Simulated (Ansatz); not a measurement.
# C5H8O: the cost of one run

Program: Ansatz 0.2.0. Level of theory: the levels named in each step. These are calculated values, not measurements.

## 1. Starting point

Bond lengths: O1–C2 1.201 Å, C2–C3 1.514 Å, C3–C4 1.526 Å, C4–C5 1.530 Å, C2–C6 1.515 Å, C5–C6 1.526 Å, C3–H7 1.089 Å, C3–H8 1.093 Å, C4–H9 1.089 Å, C4–H10 1.091 Å, C5–H11 1.089 Å, C5–H12 1.091 Å, C6–H13 1.093 Å, C6–H14 1.089 Å. Angles (14 of 27 angles, heavy atoms first): O1–C2–C3 125.9°, O1–C2–C6 126.0°, C3–C2–C6 108.1°, C2–C3–C4 105.1°, C3–C4–C5 103.6°, C4–C5–C6 103.6°, C2–C6–C5 105.1°, C2–C3–H7 111.2°, C2–C3–H8 107.3°, C4–C3–H7 114.3°, C4–C3–H8 111.1°, C3–C4–H9 112.7°, C3–C4–H10 109.9°, C5–C4–H9 112.4°.

Coordinates:

```xyz
14

O     0.0328   -2.0411    0.1260
C     0.0136   -0.8422    0.0544
C     1.2225    0.0594   -0.0846
C     0.6972    1.4698    0.1662
C    -0.7430    1.4144   -0.3485
C    -1.2239    0.0309    0.0789
H     2.0223   -0.2469    0.5878
H     1.5915   -0.0467   -1.1077
H     1.2882    2.2339   -0.3361
H     0.6997    1.6823    1.2367
H    -1.3589    2.2165    0.0547
H    -0.7501    1.4902   -1.4372
H    -1.5914    0.0427    1.1080
H    -2.0123   -0.3828   -0.5480
```

## 2. A rough first relaxation, PBE-D4/def2-SVP

This run stands in another session on the same molecule. It ended at:

```xyz
14

O     0.0330   -2.0693    0.1294
C     0.0137   -0.8574    0.0537
C     1.2385    0.0611   -0.0798
C     0.7045    1.4785    0.1676
C    -0.7505    1.4226   -0.3508
C    -1.2399    0.0312    0.0738
H     2.0591   -0.2761    0.5832
H     1.6080   -0.0541   -1.1242
H     1.3053    2.2710   -0.3204
H     0.7047    1.6964    1.2575
H    -1.3773    2.2506    0.0348
H    -0.7555    1.5016   -1.4595
H    -1.6073    0.0366    1.1252
H    -2.0483   -0.4123   -0.5398
```

## 3. Relaxation, HF/STO-3G

File input.yaml:

```yaml
crystal:
  periodic: [false, false, false]
  atoms:
    - { symbol: O, position_ang: [0.03297951, -2.06934137, 0.12938335] }
    - { symbol: C, position_ang: [0.01367754, -0.85743194, 0.05368078] }
    - { symbol: C, position_ang: [1.23847898, 0.06105089, -0.0797974] }
    - { symbol: C, position_ang: [0.70445829, 1.47854793, 0.16756182] }
    - { symbol: C, position_ang: [-0.75053728, 1.42259603, -0.35081139] }
    - { symbol: C, position_ang: [-1.23986177, 0.03118941, 0.07375421] }
    - { symbol: H, position_ang: [2.0591383, -0.27611696, 0.58319031] }
    - { symbol: H, position_ang: [1.60802045, -0.05410327, -1.12423444] }
    - { symbol: H, position_ang: [1.30532349, 2.27098881, -0.32044389] }
    - { symbol: H, position_ang: [0.70474815, 1.69644554, 1.25754485] }
    - { symbol: H, position_ang: [-1.3772606, 2.25062122, 0.0348427] }
    - { symbol: H, position_ang: [-0.75552076, 1.50158858, -1.45954621] }
    - { symbol: H, position_ang: [-1.60729841, 0.03658188, 1.12524117] }
    - { symbol: H, position_ang: [-2.04830588, -0.41230676, -0.53979586] }
basis:
  gaussian: { orbitals: STO-3G }
hamiltonian:
  xc: hf
relax:
  f_tol: 0.004
  max_steps: 150
```

Started as:

```console
$ ansatz run input.yaml --threads 4 --pin off --max-ram 10240MiB --backend cpu --events-out ev --progress --plain --runs-dir out
```

What time and memory should one allow on 4 threads of AMD EPYC (Zen 3), shared host?

About 14 s, with a peak of 0.1 GiB.
